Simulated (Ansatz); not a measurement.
## Dissociation curves of BCl2 (SMILES Cl[B]Cl)

The species is BCl2 (3 atoms), meant as a doublet with charge 0. As SMILES, `Cl[B]Cl`. Geometry: relaxed at PBE0-D4/def2-TZVP.

```xyz
3

Cl    0.3715   -1.5256    0.0300
B    -0.4639   -0.0503   -0.2569
Cl    0.0815    1.5111    0.2137
```

The Cl1–B2 distance is scanned; the parts on either side stay rigid. Basis STO-3G, 11 core orbitals frozen in the correlated methods; program Ansatz 0.2.0. FCI is exact within this basis and core. Energies in eV from each method's value at 1.720 Å; open shells run as named. The shape above is that at 1.720 Å.

| distance (Å) | USVWN5 | U-r2SCAN | UHSE06 | UCCSD | FCI |
| --- | --- | --- | --- | --- | --- |
| 1.720 | 0.00 | 0.00 | 0.00 | 0.00 | 0.00 |
| 2.149 | 1.13 | 1.05 | 1.13 | 1.05 | 1.01 |
| 2.579 | 2.96 | 2.83 | 2.95 | 2.74 | 2.72 |
| 3.439 | 4.67 | 4.32 | 4.31 | 3.42 | 3.42 |
| 4.299 | 4.99 | 4.59 | 4.53 | 3.44 | 3.44 |

Departure from the FCI curve at its largest: USVWN5 +1.54 eV at 4.30 Å; U-r2SCAN +1.14 eV at 4.30 Å; UHSE06 +1.09 eV at 4.30 Å; UCCSD +0.04 eV at 2.15 Å. For the functionals part of the departure is owed to the small basis.
